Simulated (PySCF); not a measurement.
# Electronic absorption of C4H12P2

C4H12P2.
Bonds: C1–C2, C2–C3, C2–C4, C2–P5, P5–P6. Hydrogens: H7, H8, H9 on C1; H10, H11, H12 on C3; H13, H14, H15 on C4; H16 on P5; H17, H18 on P6.

Method used: PySCF 2.14.0, density-fitted response routines, TDDFT CAM-B3LYP/def2-SVPD, vertical, gas phase, core orbitals frozen in the response. One conformer (not necessarily the lowest) at the GFN2-xTB geometry, without solvent, vibrations or thermal averaging. Torsions of this conformer, `[CH3:1][C:2]([CH3:3])([CH3:4])[PH:5][PH2:6]`: C1–C2–P5–P6 58°, H–P6–P5–C2 -169°, H–P6–P5–C2 99°.

```csv
state,E (eV),E (hartree),f,"main configurations (H = HOMO, L = LUMO)"
S1,5.70,0.2095,0.102,"H→L (78%), H→L+3 (9%)"
S2,5.83,0.2141,0.069,H→L+1 (89%)
S3,6.19,0.2275,0.057,"H→L+3 (57%), H→L+2 (31%)"
S4,6.26,0.2302,0.012,"H→L+2 (46%), H→L+4 (29%), H→L+3 (16%)"
S5,7.21,0.2650,0.031,"H→L+4 (55%), H→L (12%), H→L+3 (10%)"
S6,7.32,0.2689,0.022,"H→L+7 (42%), H→L+5 (37%)"
S7,7.55,0.2776,0.036,"H→L+5 (36%), H-1→L+1 (27%), H→L+7 (10%)"
S8,7.77,0.2854,0.031,"H-1→L (46%), H→L+6 (16%)"
```

Triplets (Tamm–Dancoff): T1 4.67 eV, H→L+1 (43%), H→L (36%), H→L+4 (8%); T2 5.01 eV, H→L+2 (37%), H→L+1 (23%), H→L (18%); T3 5.45 eV, H→L+3 (54%), H→L+2 (26%).

The lowest singlet lies at 5.70 eV (217 nm, ultraviolet) and is of moderate strength; its leading configuration is HOMO→LUMO (78%). The lowest level is also the most intense of those listed (f = 0.102). Löwdin shares by element: HOMO phosphorus 77%, carbon 7% or more (atoms not listed hold the other 16%); LUMO phosphorus 32%, carbon 18% or more (atoms not listed hold the other 50%). The oscillator strengths of these states sum to 0.360; summed over the whole spectrum of an exact calculation they would give the number of electrons, 66 (Thomas–Reiche–Kuhn). Orbital energies (eV): HOMO-3 -10.74, HOMO-2 -10.28, HOMO-1 -9.66, HOMO -7.65, LUMO 1.06, LUMO+1 1.26, LUMO+2 1.74. Of the 8 states listed, 8 reach f = 0.01 and none stays under 0.0005. Singlets were solved by full linear response, triplets in the Tamm–Dancoff approximation.
